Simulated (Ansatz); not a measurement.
# C₂H₂O₂: state-averaged CASSCF

Computed with Ansatz's Gaussian-basis code (development build). State-averaged CASSCF with equal weights; occupations are averaged over the states; levels count from the state that is lowest in CASSCF. Solutions may break the symmetry of the shape. The lowest solution met needn't be the lowest there is, nor hold the orbitals that a chemist would pick.

Geometry:

```xyz
6

C     0.0000    0.7564    0.0000
C     0.0000   -0.7564    0.0000
O     1.0461    1.3899    0.0000
H    -0.9999    1.2282    0.0000
O    -1.0461   -1.3899    0.0000
H     0.9999   -1.2282    0.0000
```

Basis cc-pVDZ, nonrelativistic, 4 orbitals frozen in the corrections; active space CAS(8,6). Averaged: 1 singlet, 2 triplets.

CASSCF levels: singlet 0.00, triplet 3.08, triplet 3.98 eV.

**Question.** How does SC-NEVPT2 move them?

**Answer.** singlet 0.00, triplet 2.62, triplet 3.91 eV, in the same order of listing. The lowest state stays.
